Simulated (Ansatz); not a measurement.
Worked example: CHAlN⁺, triplet against CHAlN, doublet

Geometry (PBE0/def2-TZVP stationary point of a doublet), kept for both states (CHAlN, doublet: A'; CHAlN⁺, triplet: A'):

```xyz
4

Al    0.0000    0.1053    1.0070
C     0.0000    0.4854   -1.1199
N     0.0000   -0.6969   -0.8328
H     0.0000    1.0823   -2.0381
```

Basis cc-pVDZ; Ansatz 0.2.0. Correlated methods freeze the noble-gas cores. R marks a restricted (for open shells ROHF) determinant, U an unrestricted one.

Full CI isn't at hand for all of this; UCCSDT(Q) serves as the reference, and is uncertain by about the last step of the cluster series.

| level | E(CHAlN, doublet) (hartree) | E(CHAlN⁺, triplet) (hartree) |
| --- | --- | --- |
| UHF | -334.764800 | -334.489613 |
| UMP2 | -335.086975 | -334.784077 |
| UCCSD(T) | -335.126310 | -334.816871 |
| PBE | -335.573936 | -335.261189 |
| r2SCAN | -335.738375 | -335.431822 |
| UCCSDT(Q) | -335.128618 | -334.819173 |

**Question.** Give the vertical gap, CHAlN⁺ triplet less CHAlN doublet, at each level in eV (1 hartree = 27.2114 eV), and each error against UCCSDT(Q).

**Answer.** UCCSDT(Q): (-334.819173 − (-335.128618)) × 27.2114 = 8.420 eV (the reference)
r2SCAN: (-335.431822 − (-335.738375)) × 27.2114 = 8.342 eV, error -0.078 eV
PBE: (-335.261189 − (-335.573936)) × 27.2114 = 8.510 eV, error 0.090 eV
UCCSD(T): (-334.816871 − (-335.126310)) × 27.2114 = 8.420 eV, error 0.000 eV
UMP2: (-334.784077 − (-335.086975)) × 27.2114 = 8.242 eV, error -0.178 eV
UHF: (-334.489613 − (-334.764800)) × 27.2114 = 7.488 eV, error -0.932 eV

Total energies of functionals can't be set beside those of wave-function methods, since they hold the core's correlation and their own absolute errors; only the differences compare.

In so small a basis the reference is far from its limit while semilocal and hybrid functionals are nearer theirs, so the functionals' errors here hold much of the reference's basis and frozen-core error, which can add to them or hide them.

Each level lands on the state that its own search finds. T1 diagnostics of restricted CCSD: 0.021 and 0.025.
